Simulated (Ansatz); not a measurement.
Results of PBEsol+SOC (PAW; Ansatz, an electronic-structure program) for 1T (CdI2-type) CdI₂.

Numerical settings: plane-wave cutoff 520 eV, 12×12×6 k mesh (along the axes of the cell as run), Fermi–Dirac smearing 0.01 eV, PAW data made under PBE.

Response to compression and expansion:

Shape and atoms are relaxed at each volume.

| V (Å³/atom) | P (GPa) | direct gap at Γ (eV) | smallest gap on the k mesh (eV) | c (Å) |
|---|---|---|---|---|
| 34.489 | 0.52 | 2.284 | 1.946 | 6.770 |
| 35.208 | 0.22 | 2.255 | 1.982 | 6.867 |
| 35.926 | 0.00 | 2.235 | 1.998 | 6.972 |
| 36.645 | -0.14 | 2.225 | 2.013 | 7.082 |
| 37.363 | -0.22 | 2.223 | 2.024 | 7.208 |

The fundamental gap (2.00 eV at the equilibrium volume, with added k points) lies elsewhere than Γ–Γ.

Note: the cell comes from a level without a dispersion term, which matters for the spacing of layers, chains or molecules; the bulk modulus comes from volumes at which shape and atoms were relaxed; the cell has widely spaced layers and the level no dispersion term, so their spacing and the moduli can rest on weak binding.
